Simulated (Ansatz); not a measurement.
COS+, SMILES `O=C=[S+]` radical. The species carries charge 1 and has multiplicity 2.

Z-matrix (Å, degrees):
```
C
O 1 1.127
S 1 1.624 2 180.0
```

Task: What are the harmonic wavenumbers in cm⁻¹ at PBE0-D4/def2-TZVP (Ansatz, finite differences of forces, unscaled)? (An estimate is asked.)

Result: The calculation gave: 406, 460, 745, 2175.

Task: Is this a minimum?

Result: Yes, all 4 modes are real.
